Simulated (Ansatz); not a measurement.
## Worked example: building the atomization energy of SiF4, singlet

Measured: the G2/97 heats of formation, with zero-point and thermal terms from B3LYP taken off, give an electronic atomization energy of 573.1 kcal/mol (Curtiss et al., J. Chem. Phys. 106, 1063 (1997); Staroverov et al., J. Chem. Phys. 119, 12129 (2003)). The calculation below tries to reproduce it.

Geometry (MP2(full)/6-31G*, from the G2/97 set):

```xyz
5

Si    0.0000    0.0000    0.0000
F     0.9128    0.9128    0.9128
F    -0.9128   -0.9128    0.9128
F    -0.9128    0.9128   -0.9128
F     0.9128   -0.9128   -0.9128
```

Atomization energies (atoms less molecule, kcal/mol) from Ansatz 0.2.0, frozen cores, restricted molecule, unrestricted atoms, sets cc-pV(D+d)Z, cc-pV(T+d)Z, cc-pV(Q+d)Z:

```
   level      DZ      TZ      QZ
      HF  383.15  424.03  429.85
 CCSD(T)  496.43  553.45  568.71
   CCSDT  496.24       –       –
CCSDT(Q)  497.21       –       –
```

Q: Extrapolate Hartree–Fock with exp(−5.46 √X) and the CCSD(T) correlation part with X⁻³ (X = 3, 4), add each higher step from the largest set that has it, and compare with the measured value.

A: Hartree–Fock: 429.85 + (429.85 − 424.03) × 0.301 = 431.60.
Correlation: TZ 129.42, QZ 138.86; (64 × 138.86 − 27 × 129.42) / 37 = 145.75.
Full triples (DZ): 496.24 − 496.43 = -0.19.
(Q) (DZ): 497.21 − 496.24 = 0.97.
Sum: 578.1 kcal/mol, 5.0 above the measured 573.1.

The steps beyond CCSD(T) add 0.78 kcal/mol, while going from QZ to the limit adds 8.64. Core correlation, scalar relativity, spin–orbit terms and the relaxation from this MP2 geometry are missing from the sum, and the measured value has its own uncertainty. A sum this far over the measured value points to relativity and spin–orbit coupling, which lower it, and to the tabulated heats of formation.
